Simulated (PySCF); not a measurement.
**AlS: everyday levels beside a composite calculation**

PySCF; the state is a doublet (σ ↑). The composite is CCSD(T) extrapolated to the basis-set limit from two correlation-consistent sets, with core-valence (CV) and scalar-relativistic (SR) terms as its label shows; it has no spin–orbit coupling and nothing beyond (T). Here it is CCSD(T)/CBS(TQ)+CV+SR. It gives Re = 2.029 Å, ωe = 618 cm⁻¹ and De = 4.25 eV to Al + S.

| level | basis | relativity | Re (Å) | ωe (cm⁻¹) | De (eV) |
| --- | --- | --- | --- | --- | --- |
| UHF-SCS-MP2 | 6-31G(d,p) | no relativity | 2.030 | 698 | 3.58 |
| UHF-CCSD | x2c-TZVPPall | spin-free X2C | 2.042 | 598 | 3.70 |
| UHF-CCSD(T) | 3-21G | no relativity | 2.147 | 532 | 3.04 |
| UHF-CCSD(T) | x2c-TZVPPall | spin-free X2C | 2.046 | 613 | 3.95 |
| r²SCAN | aug-pcseg-1 | no relativity | 2.036 | 632 | 4.45 |
| M06-L | x2c-TZVPPall | spin-free X2C | 2.025 | 635 | 4.47 |
| r²SCANh | 3-21G | no relativity | 2.107 | 582 | 3.86 |
| PBE0 | 6-31G(d,p) | no relativity | 2.040 | 621 | 4.10 |
| PBE0 | def2-TZVP | no relativity | 2.032 | 620 | 4.23 |
| HSE06 | 3-21G | no relativity | 2.116 | 563 | 3.66 |

**Question.** Give the difference of each row from the composite.

**Answer.** 

```json
{"level": "UHF-SCS-MP2", "basis": "6-31G(d,p)", "ΔRe (pm)": "+0.1", "Δωe (%)": "+12.9", "ΔDe (eV)": "-0.67"}
{"level": "UHF-CCSD", "basis": "x2c-TZVPPall", "ΔRe (pm)": "+1.3", "Δωe (%)": "-3.2", "ΔDe (eV)": "-0.55"}
{"level": "UHF-CCSD(T)", "basis": "3-21G", "ΔRe (pm)": "+11.8", "Δωe (%)": "-13.9", "ΔDe (eV)": "-1.21"}
{"level": "UHF-CCSD(T)", "basis": "x2c-TZVPPall", "ΔRe (pm)": "+1.7", "Δωe (%)": "-0.8", "ΔDe (eV)": "-0.30"}
{"level": "r²SCAN", "basis": "aug-pcseg-1", "ΔRe (pm)": "+0.7", "Δωe (%)": "+2.3", "ΔDe (eV)": "+0.20"}
{"level": "M06-L", "basis": "x2c-TZVPPall", "ΔRe (pm)": "-0.4", "Δωe (%)": "+2.8", "ΔDe (eV)": "+0.22"}
{"level": "r²SCANh", "basis": "3-21G", "ΔRe (pm)": "+7.8", "Δωe (%)": "-5.8", "ΔDe (eV)": "-0.39"}
{"level": "PBE0", "basis": "6-31G(d,p)", "ΔRe (pm)": "+1.1", "Δωe (%)": "+0.5", "ΔDe (eV)": "-0.15"}
{"level": "PBE0", "basis": "def2-TZVP", "ΔRe (pm)": "+0.3", "Δωe (%)": "+0.3", "ΔDe (eV)": "-0.02"}
{"level": "HSE06", "basis": "3-21G", "ΔRe (pm)": "+8.7", "Δωe (%)": "-8.9", "ΔDe (eV)": "-0.59"}
```

**Question.** Which rows come closest in De?

**Answer.** PBE0 in def2-TZVP (-0.02 eV), counted from the composite.

Correlated steps freeze 10 core orbitals. Correlated levels converge slowly with the basis: in double zeta they bind strong bonds too weakly, by up to about 1 eV, and carry superposition errors of some tenths. The CCSD T1 diagnostic is raised in AlS, a sign that a single reference may not be enough there. 3-21G is very small, so such numbers show the basis as much as the molecule. The state is the lowest determinant that a PBE0 search found; another state may lie lower at other levels.
